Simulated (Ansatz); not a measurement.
Input file:

```yaml
crystal:
  periodic: [false, false, false]
  atoms:
    - {symbol: Si, position_ang: [0.000000, 0.063178, -0.081287]}
    - {symbol: H, position_ang: [0.000000, -1.091955, -0.746536]}
    - {symbol: H, position_ang: [0.439321, -0.334234, 1.505767]}
    - {symbol: H, position_ang: [-0.439321, -0.334234, 1.505767]}
basis:
  gaussian: {orbitals: cc-pVDZ}
total_charge: 1
magnetization: {spin_polarized: false, initial_magnetization: 2}
correlation: {active_space: {window: {electrons: 4, orbitals: 3}}}
```

```sh
$ ansatz run in.yaml --threads 1 --pin off --events-out ev --progress --plain --max-ram 2393MiB
```

The program prints:

```
315 factors; integrals over basis functions are off by at most 1.1e-3 eV
mean field evaluation 1: about -7896.9113 eV, gradient 8.7e0 eV
mean field evaluation 2: about -7896.9141 eV, gradient 8.7e0 eV
mean field evaluation 4: about -7897.7076 eV, gradient 6.0e-1 eV
mean field evaluation 8: about -7897.7145 eV, gradient 8.9e-4 eV
mean field -7897.71451190 eV, -290.2356550490 hartree, gradient 1.7e-6 eV, S^2 2.000000; 0 other end points of the search recorded, 0 dependent functions left out
reference -7897.71451190 eV, -290.2356550490 hartree; 9, 7 occupied and 24, 26 virtual orbitals, 315 factors
state -7897.71451190 eV, -290.2356550490 hartree
Total energy: -7897.71451190 eV, -290.2356550490 hartree
```

Ran on 1 thread of AMD EPYC 7R43, shared host: 0.21 s wall, 0.14 GiB peak host memory.
